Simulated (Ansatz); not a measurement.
Two shapes of singlet CH3O(-).

Shape 1:

```xyz
5

C     0.0199   -0.0392   -0.4842
O    -0.0005    0.0436    0.7569
H    -0.0310   -1.0521   -1.1004
H    -0.9238    0.4763   -1.0691
H     0.8577    0.4795   -1.0648
```

Shape 2:

```xyz
5

C     0.0000    0.0000   -0.5486
O     0.0000    0.0000    0.8439
H     0.0000   -1.1130   -1.1531
H    -0.9639    0.5565   -1.1531
H     0.9639    0.5565   -1.1531
```

Basis set: cc-pVDZ (spherical functions). Left uncorrelated: 2 orbitals. Charge -1, multiplicity 1.

Computed with Ansatz (development build ahead of 0.2.0); each method stands on the lowest determinant of its kind that the runs found.

(1) Which shape is lower in energy, and by how much in each method?

Answers

(1)

| method | E(2) − E(1) (eV) |
| --- | --- |
| RHF | 0.562 |
| RHF-MP2 | 0.347 |

Shape 1 is lower. Caution: no diffuse functions for an anion.
